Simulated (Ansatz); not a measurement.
AlCl (aluminium monochloride): from two basis sets to a third

The species is AlCl (2 atoms), meant as a singlet with charge 0. SMILES: `[Al][Cl]`. The bond length is the measured one.

MP2 correlation energies, 10 core orbitals frozen (Ansatz 0.2.0):

| basis | X | correlation energy (Eh) |
| --- | --- | --- |
| aug-cc-pVDZ | 2 | -0.191869 |
| aug-cc-pVTZ | 3 | -0.246176 |
| aug-cc-pVQZ | 4 | ? |

Problem. Take E(X) = E∞ + A/X³, fix the two constants on the known rows and predict the third.

Solution. 
1. A = (-0.191869 − (-0.246176))/(1/8 − 1/27) = 0.61738 Eh.
2. E∞ = -0.246176 − 0.61738/27 = -0.269042 Eh.
3. X = 4: -0.269042 + 0.61738/64 = -0.259395 Eh.

The run gave -0.267081 Eh, so the prediction is off by +7.7 mEh, 37 % of the last step. The small sets lie short of the range where X⁻³ holds, so the true step is larger than predicted.
